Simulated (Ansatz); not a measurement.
**How the TO phonon frequency at L of rock-salt MgS moves with the method**

No measured value is used here.

```json
[
 {"level (code)": "LDA (Ansatz)", "value (cm⁻¹)": "210", "cell (Å³/atom)": "16.87"},
 {"level (code)": "PBE (Ansatz)", "value (cm⁻¹)": "193", "cell (Å³/atom)": "17.88"},
 {"level (code)": "r²SCAN (Ansatz)", "value (cm⁻¹)": "201", "cell (Å³/atom)": "17.61"},
 {"level (code)": "B3LYP (VWN-RPA form) (Ansatz)", "value (cm⁻¹)": "183", "cell (Å³/atom)": "18.03"},
 {"level (code)": "LC-ωPBE (Ansatz)", "value (cm⁻¹)": "208", "cell (Å³/atom)": "17.23"},
 {"level (code)": "Hartree–Fock (Ansatz)", "value (cm⁻¹)": "179", "cell (Å³/atom)": "18.45"}
]
```

Each level is taken at its own relaxed cell. Cutoffs and k meshes differ between the levels. Ansatz's density-functional and Hartree–Fock values are scalar-relativistic unless marked +SOC, with PAW data made under PBE.

Ansatz is a program for electronic structure.
